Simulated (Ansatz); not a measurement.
# B₂SiH (doublet): the correlation ladder, def2-TZVPP

The task here is to estimate one member of a computed series from the others.

Method: def2-TZVPP, core rule «outside noble gas», up to 7 orbitals frozen; program: Ansatz 0.2.0, Gaussian basis.

Plan: UHF; ROHF; CCSD(T) on UHF.

## The system

The geometry is a PBE0/def2-TZVP stationary point (not a proven minimum) of the parent state, kept for this charge and spin.

4 atoms, charge 0, spin multiplicity 2.

Atoms are counted from 1 here; the program's logs count them from 0.

Bond lengths: B1–Si2 1.989 Å, B1–B3 1.610 Å, B1–H4 1.246 Å, Si2–B3 1.921 Å. Angles: Si2–B1–B3 63.5°, Si2–B1–H4 64.0°, B3–B1–H4 127.5°, B1–Si2–B3 48.6°, B1–B3–Si2 67.9°.

The first run:

File in.yaml:

```yaml
crystal:
  periodic: [false, false, false]
  atoms:
    - {symbol: B, position_ang: [0.000000, -0.717740, 1.080601]}
    - {symbol: Si, position_ang: [0.000000, -0.007888, -0.777449]}
    - {symbol: B, position_ang: [0.000000, 0.884552, 0.923210]}
    - {symbol: H, position_ang: [0.000000, -1.569398, 0.170474]}
basis:
  gaussian: {orbitals: def2-TZVPP}
magnetization: {spin_polarized: true, initial_magnetization: 1}
hamiltonian: {xc: hf}
output: {orbitals: {seedname: orbitals}}
```

Command:

```console
$ ansatz run in.yaml --threads 1 --pin off --events-out ev --progress --plain --max-ram 4096MiB --backend cpu
```

Steps of the session up to this table: UHF; ROHF; CCSD(T) on UHF.

One of the session's tables, all rows but one given; the rest of the session is left out.

It belongs to the step «Misses and costs». 

| method | from UCCSD(T) (meV) |
| --- | --- |
| ROHF | +9153.6 |
| UHF | ? |
| UMP2 | +1617.1 |
| UCCSD | +578.2 |
| UCCSD(T) | 0 |

Q: Estimate the row for UHF from the others.

The run gave: from UCCSD(T) (meV): +8402.1. In the column «from UCCSD(T) (meV)» it lies between UMP2 (+1617.1) and ROHF (+9153.6).

Caveats from the session: The determinant is far from a pure spin state, so its energy mixes those of several spin states (harmless only where they are near-degenerate, as at dissociation).
